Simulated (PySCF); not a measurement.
# Chlorine: a sound run and one with changed settings

Sound run: Cl [Ne] 3s2 3p5, Cl⁺ [Ne] 3s2 3p4. All numbers are calculated (PySCF 2.14, the spin-free X2C one-electron Hamiltonian (Gaussian nucleus), in cc-pVDZ-DK (4s3p1d, 18 functions)). In the sound run the correlated levels freeze [Ne]. The sound run starts from symmetry-adapted Hartree-Fock orbitals and uses a fine grid where one is needed.

Changed run: initial guess minao, at most 50 SCF cycles.

| species | method | sound run (hartree) | changed run (hartree) | converged |
| --- | --- | --- | --- | --- |
| Cl | UHF | -460.87843 | -460.87843 | yes |
| Cl | M06-L | -461.54162 | -461.54162 | yes |
| Cl | CCSD(T) | -461.00619 | -461.00619 | yes |
| Cl⁺ | B3LYP | -461.09831 | -461.09831 | yes |
| Cl⁺ | MP2 | -460.53234 | -460.53234 | yes |

Here the plain start reaches the same solutions.
